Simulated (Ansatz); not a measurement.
**Structure relaxation of Mg₇V**

Computed with DFT PBE, scalar-relativistic, plane waves, PAW (Ansatz).

The start is a database structure of Mg₇V, space group Fm-3m (No. 225).

Input of the last, converged step (default PAW datasets):

```yaml
crystal:
  lattice:
    - [0.0, 4.361708, 4.361708]
    - [4.361708, 0.0, 4.361708]
    - [4.361708, 4.361708, 0.0]
  atoms:
    - { symbol: Mg, position: [0.5, 0.5, 0.5] }
    - { symbol: Mg, position: [0.0, 0.0, 0.5] }
    - { symbol: Mg, position: [0.5, 0.0, 0.5] }
    - { symbol: Mg, position: [0.0, 0.5, 0.5] }
    - { symbol: Mg, position: [0.5, 0.5, 0.0] }
    - { symbol: Mg, position: [0.0, 0.5, 0.0] }
    - { symbol: Mg, position: [0.5, 0.0, 0.0] }
    - { symbol: V, position: [0.0, 0.0, 0.0], spin: 2.83 }
basis:
  ecutwfc: 420
kpoints:
  mp_grid: { grid: [8, 8, 8] }
hamiltonian:
  xc: pbe
scf:
  occupations: { method: gaussian, width: 0.1 }
output:
  forces: true
  stress: true
  eigenvalues: true
  populations: true
magnetization:
  spin_polarized: true
relax:
  adjacent_minimum: "off"
  f_tol: 0.01
  max_steps: 80
  cell: { stress_tol: 0.05 }
```

Launched as:

```bash
ansatz run input.yaml --threads 1 --pin off --max-ram 2560MiB --backend cpu --events-out ev --progress --plain --runs-dir out
```

Time: 2.3 min on 1 thread of Arm Neoverse V1, with other jobs on the host, peak memory 0.68 GiB.

End of the output:

```
SCF converged after 8 iterations
Magnetization: 2.5598 μB (42.7799 up, 40.2201 down)
Absolute magnetization: 3.5866 μB (∫|ρ↑−ρ↓|, with the PAW one-centre terms)
Spin contamination: 0.4654 ħ² per cell (⟨S²⟩ above its minimum at these occupations)
Per-site moments (μB) at R_I (Å): [(-0.032731, 1.290050), (-0.030161, 1.290050), (-0.030161, 1.290050), (-0.030161, 1.290050), (-0.030161, 1.290050), (-0.030161, 1.290050), (-0.030161, 1.290050), (2.611671, 1.290050)]
Free energy (F): -16377.649561 eV
Harris-Foulkes:  -16377.649561 eV  (|F-HF|=7.28e-12)
Internal energy: -16377.616065 eV  (E = F + TS)
E sigma→0 (E₀):  -16377.632813 eV
Entropy (-TS):   -0.033495 eV (-4.187 meV/atom)
Fermi energy:    6.560416 eV
--- Per-component energies (eV) ---
  E_band       = -2705.227308
  E_kinetic    = 857.138698
  E_local      = -12469.494897  (includes V_loc(G=0)·N_el)
  E_nonlocal   = 629.618459
  E_hartree    = 4547.461440
  E_xc         = -327.635228
  E_vxc        = -419.568299  (∫ρ·V_xc dr)
  E_paw        = -3162.393106  (= ΣΔE_a)
  E_vpaw       = -397.844284  (= ΣTr[D̂ρ^β])
  E_aug_tail   = 0.000256  (compensation charges beyond the density's cutoff)
  E_ewald      = -6452.311688
  E_smearing   = -0.033495  (= −TS)
  E_closure    = 0.000000  (closes the sum)
  Σ components = -16377.649561   (vs F -16377.649561, Δ=0.00e0)
--- Forces (eV/Å), atoms counted from 1 ---
  atom   1  Mg     0.00000000     0.00000000     0.00000000
  atom   2  Mg     0.00000000     0.00000000     0.00000000
  atom   3  Mg     0.00000000     0.00000000     0.00000000
  atom   4  Mg     0.00000000     0.00000000     0.00000000
  atom   5  Mg     0.00000000     0.00000000     0.00000000
  atom   6  Mg     0.00000000     0.00000000     0.00000000
  atom   7  Mg     0.00000000     0.00000000     0.00000000
  atom   8  V      0.00000000     0.00000000     0.00000000
  max |Σ_I F_I| component: 1.49e-27 eV/Å
--- Stress (GPa, compression-positive) ---
       -0.003449       0.000000       0.000000
        0.000000      -0.003449       0.000000
        0.000000       0.000000      -0.003449
  P = ⅓ Tr σ = -0.0034 GPa (-0.034 kbar)
  k-point 0 ↑: bands = ["-69.5259", "-69.2229", "-69.2203", "-69.2203", "-69.2203", "-69.2191", "-69.2191", "-58.3890", "-36.2818", "-36.2818", "-36.2818", "-36.0065", "-35.9997", "-35.9997", "-35.9997", "-35.9824", "-35.9824", "-35.9824", "-35.9822", "-35.9822", "-35.9822", "-35.9721", "-35.9721", "-35.9524", "-35.9524", "-35.9524", "-35.9427", "-35.9427", "-35.9427", "-32.2507", "-32.2507", "-32.2507", "-0.4503", "4.6081", "4.6081", "4.6081", "4.8706", "5.0036", "5.0036", "5.0036", "5.4574", "5.4574", "5.6499", "6.5775", "6.5775", "6.5775", "7.2755", "7.2755", "7.2755", "7.7403", "8.9460", "8.9460"]
  k-point 1 ↑: bands = ["-69.5259", "-69.2228", "-69.2204", "-69.2203", "-69.2203", "-69.2191", "-69.2191", "-58.3890", "-36.2817", "-36.2817", "-36.2817", "-36.0057", "-35.9997", "-35.9990", "-35.9990", "-35.9829", "-35.9825", "-35.9825", "-35.9821", "-35.9820", "-35.9820", "-35.9725", "-35.9725", "-35.9529", "-35.9523", "-35.9523", "-35.9431", "-35.9431", "-35.9428", "-32.2508", "-32.2507", "-32.2507", "-0.3585", "3.7578", "4.4867", "4.4867", "4.6764", "5.1148", "5.1148", "5.4257", "5.4257", "5.4631", "6.0156", "6.3280", "6.5396", "6.5396", "7.3584", "7.3584", "7.6241", "8.3487", "9.2376", "9.2376"]
  k-point 2 ↑: bands = ["-69.5259", "-69.2225", "-69.2207", "-69.2201", "-69.2201", "-69.2192", "-69.2192", "-58.3890", "-36.2817", "-36.2817", "-36.2814", "-36.0036", "-35.9994", "-35.9972", "-35.9972", "-35.9844", "-35.9837", "-35.9837", "-35.9819", "-35.9809", "-35.9809", "-35.9737", "-35.9737", "-35.9540", "-35.9521", "-35.9521", "-35.9441", "-35.9441", "-35.9430", "-32.2509", "-32.2508", "-32.2508", "-0.0843", "2.7222", "4.3359", "4.3359", "4.4526", "5.0809", "5.0809", "5.3788", "5.4687", "5.4687", "6.1470", "6.5672", "6.5672", "6.7834", "7.5870", "7.5870", "8.6964", "9.4361", "9.9833", "9.9833"]
  k-point 28 ↓: bands = ["-69.5288", "-69.2297", "-69.2297", "-69.2288", "-69.2288", "-69.2279", "-69.2279", "-55.9934", "-36.2848", "-36.2846", "-36.2846", "-36.0095", "-36.0059", "-36.0057", "-36.0057", "-36.0025", "-35.9989", "-35.9989", "-35.9959", "-35.9944", "-35.9895", "-35.9849", "-35.9849", "-35.9608", "-35.9539", "-35.9536", "-35.9536", "-35.9529", "-35.9474", "-29.8714", "-29.8714", "-29.8713", "1.7295", "1.8747", "1.8747", "2.3904", "5.3582", "5.3582", "5.5610", "5.8345", "7.0974", "7.9622", "7.9622", "7.9824", "8.2205", "8.4129", "9.4289", "9.4289", "10.0639", "10.0639", "10.1770", "10.7783"]
--- Relaxed structure (3 steps of the walk, 3 accepted, 1 SCFs on fresh bases) ---
  F+E_penalty+E_count = -16377.64956056 eV   max|allowed force component| = 1.983e-28 eV/Å   (the final SCF, on the basis selected at the relaxed cell)
  cell:  # Å, volume = 173.0307 Å³
    - [0.000000, 4.422804, 4.422804]
    - [4.422804, 0.000000, 4.422804]
    - [4.422804, 4.422804, 0.000000]
  atoms:
    - { symbol: Mg, position: [0.500000, 0.500000, 0.500000] }
    - { symbol: Mg, position: [0.000000, 0.000000, 0.500000] }
    - { symbol: Mg, position: [0.500000, 0.0, 0.500000] }
    - { symbol: Mg, position: [0.0, 0.500000, 0.500000] }
    - { symbol: Mg, position: [0.500000, 0.500000, 0.0] }
    - { symbol: Mg, position: [0.0, 0.500000, 0.0] }
    - { symbol: Mg, position: [0.500000, 0.0, 0.0] }
    - { symbol: V, position: [0.000000, 0.000000, 0.000000] }
--- Löwdin populations: 8 sites ---
  site symbol q [e]    m [muB]
     0     Mg      9.5152     0.0409
     1     Mg      9.3977    -0.0627
     2     Mg      9.3977    -0.0627
     3     Mg      9.3977    -0.0627
     4     Mg      9.3977    -0.0627
     5     Mg      9.3977    -0.0627
     6     Mg      9.3977    -0.0627
     7      V     13.4007     3.0938
  spilling = 0.044552 (of n_electrons = 83.000000)
```

Total energies depend on the potentials used, so only differences within one code and one set of settings carry meaning.

The result has space group Fm-3m (No. 225). Around Mg on Wyckoff site b (1 atom of the primitive cell) lie 12 Mg at 3.13 Å; Mg on Wyckoff site d (6 atoms of the primitive cell) is coordinated by 10 Mg at 3.13 Å and 2 V at 3.13 Å; V is coordinated by 12 Mg at 3.13 Å.

Against the elements it lies at 0.17 eV/atom. Formation energies are uncorrected and refer to the elements' standard structures at the same level.

For metals, differences of a few meV/atom aren't resolved.

A structure relaxed within its symmetry needn't be a true minimum.